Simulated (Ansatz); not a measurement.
Take Ag in the fcc (Cu type) structure (space group Fm-3m, No. 225; a = 4.105 Å) as the base.

Level of theory: r2SCAN (Ansatz, a program for electronic structure; PAW; 500 eV plane waves; no spin-orbit coupling).

Now apply this change: full substitution Ag → Rh, then cell and atoms are relaxed.

Measured lattice parameter a: Ag 4.062 Å (static lattice; corrected from measurement; as listed in Daniel Mejia-Rodriguez, S. B. Trickey, Phys. Rev. B (2018)); Rh 3.794 Å (static lattice; corrected from measurement; as listed in Daniel Mejia-Rodriguez, S. B. Trickey, Phys. Rev. B (2018)).

Task: How well does r2SCAN reproduce the measured shift?

Result: With r2SCAN the lattice parameter a moves by -0.305 Å (4.105 → 3.800) against -0.268 Å measured.

Whether these cells are dynamically stable was not tested. All final runs are without spin polarisation.
